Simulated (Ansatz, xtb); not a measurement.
Two isomers of C5H10

Structure X: `CC1(C)CC1`, a singlet. Structure Y: `C1CCCC1`, a singlet. Both are isolated molecules in the gas phase, relaxed with B3LYP-D3(BJ)/def2-SVP; the shapes shown needn't be the lowest conformers.

X (Å):

```csv
atom,x (Å),y (Å),z (Å)
C,-0.4978,0.4101,0.2904
C,0.2799,-0.1688,-0.8757
C,0.4538,0.7824,-2.0440
C,1.4035,-1.1298,-0.5709
C,0.1157,-1.6389,-1.1770
H,0.0037,1.3065,0.6935
H,-0.5969,-0.3167,1.1118
H,-1.5141,0.7064,-0.0208
H,0.9943,1.6932,-1.7345
H,-0.5242,1.0943,-2.4483
H,1.0228,0.3168,-2.8639
H,2.2947,-1.0998,-1.2049
H,1.6092,-1.3680,0.4770
H,-0.5565,-2.2241,-0.5422
H,0.1291,-1.9559,-2.2242
```

Y (Å):

```yaml
atoms:
  - { symbol: C, position_ang: [-0.7993, -0.3197, -0.2236] }
  - { symbol: C, position_ang: [0.3203, 0.7054, -0.0074] }
  - { symbol: C, position_ang: [1.0700, 0.6891, -1.3499] }
  - { symbol: C, position_ang: [0.9964, -0.7835, -1.8374] }
  - { symbol: C, position_ang: [-0.0870, -1.4687, -0.9585] }
  - { symbol: H, position_ang: [-1.5805, 0.1192, -0.8694] }
  - { symbol: H, position_ang: [-1.2901, -0.6406, 0.7087] }
  - { symbol: H, position_ang: [0.9854, 0.3608, 0.8044] }
  - { symbol: H, position_ang: [-0.0453, 1.7058, 0.2731] }
  - { symbol: H, position_ang: [0.5495, 1.3484, -2.0643] }
  - { symbol: H, position_ang: [2.1028, 1.0615, -1.2689] }
  - { symbol: H, position_ang: [0.7401, -0.8316, -2.9070] }
  - { symbol: H, position_ang: [1.9671, -1.2913, -1.7277] }
  - { symbol: H, position_ang: [0.3922, -2.1324, -0.2200] }
  - { symbol: H, position_ang: [-0.7788, -2.0937, -1.5437] }
```

Estimate which is lower in electronic energy at CCSD(T)/def2-SVP + ΔMP2/def2-TZVPP, and by roughly how much.

The CCSD(T)/def2-SVP + ΔMP2/def2-TZVPP calculation puts structure Y lower, by 17.6 kcal/mol.

Level by level:

| level | geometry | E(Y) − E(X) (kcal/mol) | departure from the last row (kcal/mol) | job, with rough time for the two |
| --- | --- | --- | --- | --- |
| GFN2-xTB | GFN2-xTB | −18.9 | −1.3 | optimisation, 0.18 s |
| HF/STO-3G | GFN2-xTB | −38.0 | −20.3 | single point, 0.4 s |
| r2SCAN-D4/def2-SVP | GFN2-xTB | −16.4 | +1.3 | single point, 4.8 s |
| B3LYP-D3(BJ)/def2-SVP | B3LYP-D3(BJ)/def2-SVP | −17.4 | +0.2 | optimisation, 25 s |
| HF/def2-SVP | B3LYP-D3(BJ)/def2-SVP | −17.0 | +0.7 | part of the CCSD(T) run |
| MP2/def2-SVP | B3LYP-D3(BJ)/def2-SVP | −15.8 | +1.9 | part of the CCSD(T) run |
| CCSD(T)/def2-SVP | B3LYP-D3(BJ)/def2-SVP | −16.6 | +1.1 | single point |
| CCSD(T)/def2-SVP + ΔMP2/def2-TZVPP | B3LYP-D3(BJ)/def2-SVP | −17.6 |  | single point, 47 s |

As drawn, both hold the same kinds of bond in the same numbers. Structure X has 2 methyl groups, Y 0. Structure X has a 3-membered ring, Y a 5-membered ring.

The levels shown agree on the order. The largest departure from CCSD(T)/def2-SVP + ΔMP2/def2-TZVPP is that of HF/STO-3G, 20.3 kcal/mol. The last row adds to CCSD(T) the change of the MP2 difference between the two basis sets, here −1.1 kcal/mol.

With thermal terms from frequencies at re-optimised GFN2-xTB minima (ideal gas, soft modes damped towards free rotors, one conformer each, 298.15 K, 1 atm): on the last row, ΔE + ΔZPE = −15.5, ΔH = −16.0, ΔG = −15.3 kcal/mol.

The correlated steps freeze 5 core orbitals. Codes used: Ansatz 0.2.0, xtb 6.7.1; the last row on 2 threads of Intel(R) Xeon(R) Platinum 8488C (Sapphire Rapids) on a shared host.
